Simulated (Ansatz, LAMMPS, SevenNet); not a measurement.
## Antiferromagnetic bcc Cr, cohesive energy

Reference value: 4.15 eV/atom (measured, finite-temperature (and zero-point) corrections as in the cited sets; as tabulated in Jana et al. (2018), arXiv:1807.00350).

```csv
level (code),value (eV/atom),cell (Å³/atom)
MEAM library.meam-Cr (LAMMPS),4.10,12.01
SevenNet-0,4.28,11.63
BLYP (Ansatz),3.57,12.24
PBE (Ansatz),___,11.77
revPBE (Ansatz),3.61,12.11
PBE-D4 (Ansatz),___,11.43
rVV10 (Ansatz),___,11.83
r²SCAN (Ansatz),3.49,12.98
r²SCAN+rVV10 (Ansatz),___,12.77
HSE06 (Ansatz),2.79,14.27
r²SCAN0 (Ansatz),2.62,14.52
r²SCANh (Ansatz),3.07,13.79
```

### Question
Fill in the missing entries.

### Answer

- PBE (Ansatz, a program for electronic structure), value (eV/atom): 4.12
- PBE-D4 (Ansatz), value (eV/atom): 4.57
- rVV10 (Ansatz), value (eV/atom): 4.52
- r²SCAN+rVV10 (Ansatz), value (eV/atom): 3.75

Errors against the reference: MEAM library.meam-Cr -0.05 eV/atom, SevenNet-0 +0.13 eV/atom, BLYP -0.58 eV/atom, PBE -0.03 eV/atom, revPBE -0.54 eV/atom, PBE-D4 +0.42 eV/atom, rVV10 +0.37 eV/atom, r²SCAN -0.66 eV/atom, r²SCAN+rVV10 -0.40 eV/atom, HSE06 -1.36 eV/atom, r²SCAN0 -1.53 eV/atom, r²SCANh -1.08 eV/atom.

Leaving aside SevenNet-0 (doubt noted below), HSE06 (doubt noted below), r²SCAN0 (doubt noted below), r²SCANh (doubt noted below): Once the reference is moved by up to 0.03 eV/atom (a margin picked here for doubts on the reference and the settings) and values within 0.03 eV/atom count as equal, the nearest can be PBE (-0.03 eV/atom) or MEAM library.meam-Cr (-0.05 eV/atom). Among them r²SCAN (-0.66 eV/atom) misses by most. Within 0.2 eV/atom: MEAM library.meam-Cr, PBE.

Free atoms are spin-polarised, in the lowest state found; at levels without +SOC their spin–orbit coupling is left out. Spin-polarised runs: BLYP (opposed moments), PBE (opposed moments), revPBE (opposed moments), PBE-D4 (opposed moments), rVV10 (opposed moments), r²SCAN (opposed moments), r²SCAN+rVV10 (opposed moments), HSE06 (opposed moments), r²SCAN0 (opposed moments), r²SCANh (opposed moments). SevenNet-0: free atoms can lie outside what these potentials were trained on. BLYP, PBE, revPBE, PBE-D4, rVV10, r²SCAN, r²SCAN+rVV10, HSE06, r²SCAN0, r²SCANh: the commensurate order stands in for chromium's spin-density wave, and the size of the moments varies much between levels. HSE06, r²SCAN0, r²SCANh: the cell is over a tenth larger than the published one: the level's own overestimate first of all, though another phase or state, or a fault of the published cell, is possible. HSE06, r²SCAN0, r²SCANh: the free atom's electronic state is in doubt. Each level is taken at its own relaxed cell. Cutoffs and k meshes differ between the levels. Ansatz's density-functional and Hartree–Fock values are scalar-relativistic unless marked +SOC, with PAW data made under PBE.

Empirical potentials (MEAM library.meam-Cr) are fitted to chosen data: where that held the value shown, agreement is built in, and what lay outside the fit can be far off. Machine-learned potentials (SevenNet-0) are trained on DFT data: a solid inside that data is no test of them.

Differences are worked out from the printed values.
